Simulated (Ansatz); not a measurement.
Candidates: AlB2-type ZrB2, AlB2-type TiB2, C11b MoSi2, CaB6-type CaB6, AlB2-type MgB2, B20 (FeSi-type) MnSi. Level: r²SCAN in Ansatz (plane waves, PAW).

Ansatz's runs of these crystals have no spin polarisation, but for B20 (FeSi-type) MnSi. Meta-GGA and hybrid levels favour moments, which can bear on AlB2-type TiB2.

Density-functional runs with spin start from parallel moments for B20 (FeSi-type) MnSi.

Free atoms are spin-polarised, in the lowest state found; at levels without +SOC their spin–orbit coupling is left out. Each level is taken at its own relaxed cell. Ansatz's density-functional and Hartree–Fock values are scalar-relativistic unless marked +SOC, with PAW data made under PBE.

### Question
Which of them have a computed cohesive energy between 4.6 and 5.8 eV/atom?

### Answer
C11b MoSi2, AlB2-type MgB2. The values: AlB2-type ZrB2 7.09 eV/atom; AlB2-type TiB2 6.80 eV/atom; C11b MoSi2 5.46 eV/atom; CaB6-type CaB6 6.08 eV/atom; AlB2-type MgB2 4.88 eV/atom; B20 (FeSi-type) MnSi 4.28 eV/atom.

Ansatz is a program for electronic structure.
